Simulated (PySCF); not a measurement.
From one molecule to another.

First species: C₅H₇N.
InChI=1S/C5H7N/c1-4-5(2)6-3/h4H,1-3H2

Second species: C5H7N.
Z-matrix (Å and degrees, PBE0-D3(BJ)/def2-SVP geometry), rows numbered from 1:
```
C 
C   1  1.3400
C   2  1.4657  1  127.56
C   3  1.3463  2  120.81  1   175.71
C   3  1.4844  2  119.82  1    -4.68
N   5  1.2704  3  122.06  2   172.22
H   1  1.0927  2  123.10  3    -0.11
H   1  1.0924  2  120.53  3  -179.71
H   2  1.0961  1  118.00  3   179.43
H   4  1.0923  3  119.84  2  -179.90
H   4  1.0929  3  121.22  2    -0.19
H   5  1.1043  3  115.53  2    -8.59
H   6  1.0227  5  110.35  3   178.83
```

Levels: wB97X-D/def2-SVPD for dipole moment, HOMO energy, LUMO energy, HOMO–LUMO gap, static isotropic polarisability and electronic spatial extent ⟨r²⟩ about the centre of nuclear charge; TDDFT wB97X-D/def2-SVPD for lowest singlet excitation; TDA wB97X-D/def2-SVPD for lowest triplet excitation (Tamm–Dancoff); PBE0-D3(BJ)/def2-SVP for rotational constant A and rotational constant C. Geometries: PBE0-D3(BJ)/def2-SVP. Each species is one conformer at its optimised geometry, gas phase, non-relativistic unless stated; the electronic structure was computed with PySCF and density fitting.

The conformers computed, where there is a choice (atom-mapped SMILES and torsion angles):
- `[CH2:1]=[CH:2][C:3](=[CH2:4])[N:5]=[CH2:6]`: C1–C2–C3–C4 -176°, C2–C3–N5–C6 130°
- `[H]/[N:6]=[CH:5]/[C:3]([CH:2]=[CH2:1])=[CH2:4]`: C1–C2–C3–C4 176°, C2–C3–C5–N6 172°

```
                                                         property   column X   column Y
                                                    dipole moment     1.40 D     1.61 D
                                                      HOMO energy   -8.40 eV   -8.66 eV
                                                      LUMO energy    0.61 eV    0.11 eV
                                                    HOMO–LUMO gap    9.01 eV    8.77 eV
                                        lowest singlet excitation    4.52 eV    4.64 eV
                         lowest triplet excitation (Tamm–Dancoff)    3.16 eV    2.89 eV
                                  static isotropic polarisability    73.7 au    72.6 au
electronic spatial extent ⟨r²⟩ about the centre of nuclear charge  602 bohr²  638 bohr²
                                            rotational constant A  5.668 GHz  6.312 GHz
                                            rotational constant C  2.113 GHz  1.909 GHz
```

(1) Which column belongs to which species?

(2) How does each property change from the first species to the second?

Results:

(1) Column X is the first species and column Y the second. The first has 13 atoms and 44 electrons, the second 13 and 44.

(2) dipole moment +0.21 D; HOMO energy -0.26 eV; LUMO energy -0.50 eV; HOMO–LUMO gap -0.24 eV; lowest singlet excitation +0.12 eV; lowest triplet excitation (Tamm–Dancoff) -0.27 eV; static isotropic polarisability -1.1 au; electronic spatial extent ⟨r²⟩ about the centre of nuclear charge +36 bohr²; rotational constant A +0.644 GHz; rotational constant C -0.204 GHz.

On the first: The polarisability is 10.92 Å³ as a volume (1 au = 0.148185 Å³), or 1.67 au for each of the 44 electrons. The principal polarisabilities are 48.3, 77.7 and 95.1 au; their mean is the isotropic value.

On the second: The polarisability is 10.76 Å³ as a volume (1 au = 0.148185 Å³), or 1.65 au for each of the 44 electrons. The vertical singlet–triplet gap S1 − T1 is 1.75 eV (TDDFT singlet less Tamm–Dancoff triplet; S1: HOMO−1→LUMO, weight 0.84; T1: HOMO→LUMO, weight 0.88).
